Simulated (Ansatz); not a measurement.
**One shape, several levels: doublet BH2SF+**

Aim: a comparison of 6 runs (UB2PLYP/STO-3G, UB3LYP/STO-3G, UPBE0/STO-3G, USVWN5/STO-3G, UCCSDT/STO-3G, UCCSD/STO-3G) of doublet BH2SF+. 

The calculation is run with Ansatz 0.2.0.

65 further runs of the same task are left out: 65 set aside as unsound or not needed.

## 1. The structure to begin with

BH2SF+ has 5 atoms, charge +1, and is taken as a doublet. As SMILES of the parent species, `FBS`. The shape is that of a PBE0-D4/def2-TZVP optimisation. This is one conformer, not always the lowest. That shape belongs to the parent species and isn't relaxed for this state.

Bond lengths: F1–B2 1.322 Å, B2–S3 1.794 Å, B2–H4 1.194 Å, S3–H5 1.342 Å. Angles: F1–B2–S3 117.9°, F1–B2–H4 119.5°, S3–B2–H4 122.6°, B2–S3–H5 94.9°.

## 2. A single-point energy at UB2PLYP/STO-3G (run 1)

Contents of in.yaml:

```yaml
crystal:
  periodic: [false, false, false]
  atoms:
    - {symbol: F, position_ang: [-1.119100, -0.905900, -1.069200]}
    - {symbol: B, position_ang: [-0.412800, -0.339100, -0.106100]}
    - {symbol: S, position_ang: [0.972400, 0.698600, -0.579400]}
    - {symbol: H, position_ang: [-0.712000, -0.530900, 1.033700]}
    - {symbol: H, position_ang: [1.321400, 1.003700, 0.679600]}
basis:
  gaussian: {orbitals: STO-3G}
total_charge: 1
magnetization: {spin_polarized: true, initial_magnetization: 1}
hamiltonian: {xc: {name: B2PLYP}}
correlation: {frozen_orbitals: {B: 1, F: 1, H: 0, S: 5}}
accuracy: high
```

Run with:

```sh
$ ansatz run in.yaml --threads 1 --pin off --max-ram 2610MiB --events-out events.jsonl --progress --plain --runs-dir runs
```

Output:

```text
Warning: RAYON_NUM_THREADS=1 ignored (pool sized by the plan → 1); use --threads N
Functional definition: B2PLYP
  name "B2PLYP"
  parameter a = 0.53
  parameter c = 0.27
  exchange = (1 - a)*b88_x + a*exact_x
  correlation = (1 - c)*lyp_c + c*(mp2_os + mp2_ss)
371 factors; integrals over basis functions are off by at most 2.9e-8 eV
mean field evaluation 1: about -14074.5440 eV, gradient 1.9e1 eV
mean field evaluation 2: about -14074.5498 eV, gradient 1.9e1 eV
mean field evaluation 4: about -14077.9081 eV, gradient 1.1e0 eV
mean field evaluation 8: about -14077.9320 eV, gradient 4.3e-2 eV
mean field evaluation 16: about -14077.9320 eV, gradient 1.3e-4 eV
mean field evaluation 32: about -14077.8089 eV, gradient 1.3e0 eV
mean field -14077.93201870 eV, -517.3544593223 hartree, gradient 2.1e-8 eV, S^2 0.757861; 2 other end points of the search recorded, 0 dependent functions left out
7 core orbitals not correlated: weight in the atoms' cores, before any rotation towards them, 1.000 or more for the frozen orbitals, at most 0.000 for the correlated occupied ones
reference -14077.93203446 eV, -517.3544599014 hartree; 9, 8 occupied and 5, 6 virtual orbitals, 371 factors
second order -3.50770642 eV of doubles, -0.00000000 eV of singles
Total energy: -14078.87911519 eV, -517.3892644764 hartree
```

Wall time 2.7 s (1 thread of Arm Neoverse V1, shared host); peak memory 0.14 GiB.

## 3. A single-point energy at UB3LYP/STO-3G (run 2)

Contents of molecule.yaml:

```yaml
crystal:
  periodic: [false, false, false]
  atoms:
    - symbol: F
      position_ang: [-1.119100, -0.905900, -1.069200]
    - symbol: B
      position_ang: [-0.412800, -0.339100, -0.106100]
    - symbol: S
      position_ang: [0.972400, 0.698600, -0.579400]
    - symbol: H
      position_ang: [-0.712000, -0.530900, 1.033700]
    - symbol: H
      position_ang: [1.321400, 1.003700, 0.679600]
basis:
  gaussian:
    orbitals: STO-3G
total_charge: 1
magnetization:
  spin_polarized: true
  initial_magnetization: 1
hamiltonian:
  xc: {name: B3LYP}
accuracy: high
```

Run with:

```sh
$ ansatz run molecule.yaml --threads 1 --pin off --max-ram 2610MiB --events-out events.jsonl --progress --plain --runs-dir runs
```

Output:

```text
Warning: RAYON_NUM_THREADS=1 ignored (pool sized by the plan → 1); use --threads N
Functional definition: B3LYP
  name "B3LYP"
  parameter a0 = 0.2
  parameter ax = 0.72
  parameter ac = 0.81
  exchange = (1 - a0 - ax)*slater_x + ax*b88_x + a0*exact_x
  correlation = (1 - ac)*vwn_rpa_c + ac*lyp_c
371 factors; integrals over basis functions are off by at most 2.9e-8 eV
mean field evaluation 1: about -14083.7303 eV, gradient 1.9e1 eV
mean field evaluation 2: about -14050.3533 eV, gradient 8.1e1 eV
mean field evaluation 4: about -14087.0997 eV, gradient 7.9e-1 eV
mean field evaluation 8: about -14087.0767 eV, gradient 4.9e-2 eV
mean field evaluation 16: about -14087.0768 eV, gradient 4.1e-5 eV
mean field -14087.07675326 eV, -517.6905221188 hartree, gradient 2.3e-8 eV, S^2 0.755628; 2 other end points of the search recorded, 0 dependent functions left out
reference -14087.07677775 eV, -517.6905230189 hartree; 16, 15 occupied and 5, 6 virtual orbitals, 371 factors
Total energy: -14087.07677775 eV, -517.6905230189 hartree
```

Wall time 2.7 s (1 thread of Arm Neoverse V1, shared host); peak memory 0.13 GiB.

Runs 3 to 5 aren't shown in full; the table further down has their settings and results.

## 4. The energy at UCCSD/STO-3G (run 6)

Contents of input.yaml:

```yaml
crystal:
  periodic: [false, false, false]
  atoms:
    - {symbol: F, position_ang: [-1.119100, -0.905900, -1.069200]}
    - {symbol: B, position_ang: [-0.412800, -0.339100, -0.106100]}
    - {symbol: S, position_ang: [0.972400, 0.698600, -0.579400]}
    - {symbol: H, position_ang: [-0.712000, -0.530900, 1.033700]}
    - {symbol: H, position_ang: [1.321400, 1.003700, 0.679600]}
basis:
  gaussian:
    orbitals: STO-3G
total_charge: 1
scf:
  omitted_lower_state_checks: [cluster_reference, increment]
magnetization:
  spin_polarized: true
  initial_magnetization: 1
accuracy: high
correlation:
  method: ccsd
  frozen_orbitals: {B: 1, F: 1, H: 0, S: 5}
```

Run with:

```sh
$ ansatz run input.yaml --threads 1 --pin off --max-ram 2610MiB --events-out events.jsonl --progress --plain --runs-dir runs
```

Output (excerpt; [...] marks lines left out):

```text
Warning: RAYON_NUM_THREADS=1 ignored (pool sized by the plan → 1); use --threads N
Functional definition: HF
  name "HF"
[...]
371 factors; integrals over basis functions are off by at most 2.9e-8 eV
[...]
mean field -14056.45184995 eV, -516.5650776803 hartree, gradient 2.1e-8 eV, S^2 0.758446; 0 other end points of the search recorded, 0 dependent functions left out
7 core orbitals not correlated: weight in the atoms' cores, before any rotation towards them, 1.000 or more for the frozen orbitals, at most 0.000 for the correlated occupied ones
reference -14056.45184995 eV, -516.5650776803 hartree; 9, 8 occupied and 5, 6 virtual orbitals, 371 factors
second order -2.42854399 eV of doubles, -0.00000000 eV of singles
cycle   1  -2.70790832 eV  change   -2.8e-1 eV  update   1.0e-1
[...]
cycle  28  -3.08822529 eV  change   8.6e-10 eV  update  9.2e-10
Total energy: -14059.54007524 eV, -516.6785678666 hartree
Checks for a lower state left out: cluster_reference, increment
```

Run time: 0.32 s. Hardware: 1 thread of Arm Neoverse V1, shared host.

## 5. All runs side by side

```csv
run,level,frozen core orbitals,energy (Eh),⟨S²⟩,wall time
1,UB2PLYP/STO-3G,7,-517.389264,0.758,2.7 s
2,UB3LYP/STO-3G,–,-517.690523,0.756,2.7 s
3,UPBE0/STO-3G,–,-517.450763,0.757,2.4 s
4,USVWN5/STO-3G,–,-515.347177,0.752,2.3 s
5,UCCSDT/STO-3G,7,-516.685858,0.758,1.5 s
6,UCCSD/STO-3G,7,-516.678568,0.758,0.32 s
```

## 6. What came out

| quantity | value |
| --- | --- |
| run 6: total energy | -516.67857 Eh |
| run 6: correlation energy (7 core orbitals frozen) | -113.5 mEh |
| run 6: ⟨S²⟩ of the reference determinant | 0.758 |
| run 6: T1 diagnostic | 0.026 |

Totals of different functionals can't be ranked against each other. In runs 1, 2, 3, 4, 5, 6 the basis is minimal, so the values are rough. All runs together took 12 s, the longest 2.7 s.
